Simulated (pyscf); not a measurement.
Thermochemistry of product channels of H₂N–SiH₃ (SMILES N[SiH3]) + F• (SMILES [F]) on the doublet surface, in eV, from ωB97M-D3(BJ)/def2-TZVP energies (ideal gas, 1 atm, RRHO with modes under 100 cm⁻¹ raised to 100, one conformer, R ln 2 for rigid chiral ones). Structures and frequencies: ωB97X-D3(BJ)/def2-SVP in PySCF.

| products | ΔE | ΔH(298 K) | ΔG(298 K) | ΔG(1200 K) |
|---|---|---|---|---|
| H₂N–SiH₂• (SMILES N[SiH2]) + HF (SMILES F) | ___ | -1.79 | -1.86 | -2.07 |
| •HN–SiH₃ (SMILES [NH][SiH3]) + HF (SMILES F) | ___ | -1.00 | -1.08 | -1.34 |
| NH₂• (SMILES [NH2]) + F–SiH₃ (SMILES F[SiH3]) | ___ | -1.99 | -2.05 | -2.15 |
| •HN–SiH₂–F (SMILES [NH][SiH2]F) + H₂ (SMILES [H][H]) | -2.26 | -2.45 | -2.45 | -2.52 |

Question: What belongs in the gaps?

Answer: 
- H₂N–SiH₂• (SMILES N[SiH2]) + HF (SMILES F), ΔE: -1.80
- •HN–SiH₃ (SMILES [NH][SiH3]) + HF (SMILES F), ΔE: -0.90
- NH₂• (SMILES [NH2]) + F–SiH₃ (SMILES F[SiH3]), ΔE: -1.90

These are energies of the channels, which say nothing of barriers. •HN–SiH₂–F lies 0.77 eV over its isomer H₂N–SiH•–F, and others may lie lower still (electronic energy, ωB97M-D3(BJ)). Left out: orbital degeneracy and the spin-orbit lowering of F.
